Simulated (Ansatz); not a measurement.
Ansatz (a first-principles code) input (RI-MP2/def2-TZVPP):
A basis named .json is the Basis Set Exchange file of that set.

Ansatz 0.2 input:
```yaml
crystal:
  periodic: [false, false, false]
  atoms:
    - {symbol: S, position_ang: [-0.00000000, -0.00000000, -0.07935692]}
    - {symbol: H, position_ang: [0.00000000, 0.00000000, 1.26971067]}
basis:
  gaussian:
    orbitals: def2-TZVPP
    fitting: {mean_field: def2-universal-jkfit, correlation: def2-TZVPP-RIFIT.json}
total_charge: -1
magnetization: {spin_polarized: false}
correlation: {method: mp2, electrons: outside_noble_gas}
```

Output:

```
Functional definition: HF
integrals: 0.00 GiB planned
146 factors; integrals over basis functions are off by at most 1.3e0 eV
153 factors; integrals over basis functions are off by at most 7.3e-1 eV
mean field: 0.06 GiB planned
mean field evaluation 1: about -10833.1805 eV, gradient 1.1e1 eV
mean field evaluation 2: about -10833.5765 eV, gradient 4.3e0 eV
mean field evaluation 4: about -10833.6250 eV, gradient 2.9e-1 eV
mean field -10833.62568687 eV, -398.1284006971 hartree, gradient 2.5e-6 eV, S^2 0.000000; 0 other end points of the search recorded, 0 dependent functions left out
5 core orbitals not correlated
reference -10833.62568687 eV, -398.1284006971 hartree; 4, 4 occupied and 47, 47 virtual orbitals, 153 factors
second order -5.19833043 eV of doubles, -0.00000000 eV of singles
Total energy: -10838.82401730 eV, -398.3194358169 hartree
```

Whether it binds its extra electron was not tested at this geometry.
